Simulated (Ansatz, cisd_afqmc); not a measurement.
System: NO2, charge 0, doublet. NO2 (SMILES N(=O)[O], doublet).
B3LYP-D3(BJ)/def2-TZVP minimum from Ansatz (a quantum-chemistry and plane-wave program):
```
N
O 1 1.1906
O 1 1.1906 2 134.41
```
Charge 0, spin multiplicity 2.

Total energies in cc-pVTZ, 17 correlated electrons, 3 frozen orbitals. UHF or UKS for unpaired electrons; spin-orbit terms are left out. Cores are frozen in correlated methods. No relativity. AFQMC is phaseless with a CISD trial state; ± is one standard error, without the phaseless bias. Outlying blocks are dropped, and bars are widened where a walk drifts. Over all cases where full CI ran beside it in this data, AFQMC minus full CI had a median of +0.1 mEh and passed +0.4 mEh in a tenth of the cases.

| method | program | energy (Eh) | minus CCSDT(Q) (mEh) |
|---|---|---|---|
| HF | Ansatz | -204.11090 | 692.56 |
| MP2 | Ansatz | -204.77924 | 24.22 |
| CCSD | Ansatz | -204.76443 | 39.02 |
| CCSD(T) | Ansatz | -204.80004 | 3.42 |
| CCSDT(Q) | Ansatz | -204.80346 | 0.00 |
| AFQMC/CISD | cisd_afqmc | -204.8010 ± 0.0004 | 2.5 ± 0.4 |

Rough core times of Ansatz's runs on a shared machine: CCSD(T) under 20 s, CCSDT(Q) 30 min.
